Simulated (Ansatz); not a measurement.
Compare A (`CC1(C)C=C1F`) with its isomer B (`CC=C=C(C)F`).

Program: Ansatz. Geometries: PBE0-D4/def2-TZVP. ΔE: electronic, gas phase. CBS: MP2 limit from def2 TZ/QZ plus the TZ coupled-cluster correction, frozen cores. Functionals use def2-TZVPP. B3LYP here is the variant with VWN-RPA as its local correlation; programs differ in this.

Which is lower in electronic energy at CCSD(T)/CBS, and by how much? (An estimate is asked.)

The calculation gave: B, by 24.4 kcal/mol.

Give E(B) − E(A) in kcal/mol with MP2/def2-TZVPP, PBE-D4, B3LYP-D4, r2SCAN-D4, B2PLYP, CCSD/def2-TZVPP, PBE0-D4. (Estimate.)

Ansatz gave: MP2/def2-TZVPP -20.8, PBE-D4 -24.3, B3LYP-D4 -28.4, r2SCAN-D4 -25.6, B2PLYP -26.8, CCSD/def2-TZVPP -24.8, PBE0-D4 -23.0. None reverses the order clearly.

Largest T1 diagnostic: 0.012.

From PBE to PBE0 (25 % exact exchange), in def2-TZVPP and without D4, E(B) − E(A) moves by +1.5 kcal/mol. In def2-TZVPP, CCSD(T) changes the Hartree–Fock value by +5.4 kcal/mol (the triples alone add +0.4 kcal/mol) and MP2 by +8.9 kcal/mol.
